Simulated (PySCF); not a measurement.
Cartesian coordinates in Å; atom numbers follow the order of the lines, from 1:
```xyz
12

C    -1.216   -0.483    0.528
C    -0.078    0.517    0.610
C     0.761    0.574   -0.668
C     1.414   -0.692   -0.962
N     1.919   -1.702   -1.176
H    -1.791   -0.495    1.455
H    -1.900   -0.236   -0.288
H    -0.839   -1.494    0.354
H     0.578    0.274    1.451
H    -0.467    1.522    0.795
H     1.534    1.345   -0.592
H     0.133    0.836   -1.526
```

[PySCF 2.14.0 with density-fitted response routines: coordinates at the PBE0-D3(BJ)/def2-TZVP level; B97-2/pcSseg-2 with gauge-including orbitals; a single conformation; in vacuum; relativity neglected; rapidly exchanging positions averaged]

Predict the 2D correlation tables (HSQC, COSY, HMBC).

## Answers



HSQC (one-bond C–H):
```
             δH         δC
 2.20 (H11/H12)  21.3 (C3)
  1.56 (H9/H10)  24.3 (C2)
1.16 (H6/H7/H8)  15.2 (C1)
```

COSY cross peaks (H two or three bonds apart, from the bond graph; peaks can be absent where the dihedral angle is near 90°):
```
            δH               δH
2.20 (H11/H12)    1.56 (H9/H10)
 1.56 (H9/H10)  1.16 (H6/H7/H8)
```

HMBC (two and three bonds, from the bond graph):
```
             δH                                δC
 2.20 (H11/H12)  124.9 (C4), 24.3 (C2), 15.2 (C1)
  1.56 (H9/H10)  124.9 (C4), 21.3 (C3), 15.2 (C1)
1.16 (H6/H7/H8)              24.3 (C2), 21.3 (C3)
```

References, each an isolated molecule treated in the same way: $^{1}$H (σref 31.64) and $^{13}$C (σref 185.38) vs TMS.

Short H···H contacts in this conformer between protons four or more bonds apart (candidates for NOE cross peaks, intensity ∝ r⁻⁶): H7···H12 2.61 Å.

Shifts are as computed. Against solution values, carbons near 30 ppm lie about +3 ppm off and those near 130 ppm about +7 ppm. Of 1309 compounds with measured shifts, 239 miss one by over three times the rms of a fit or turn the order of signals round; such compounds aren't used in these exercises.
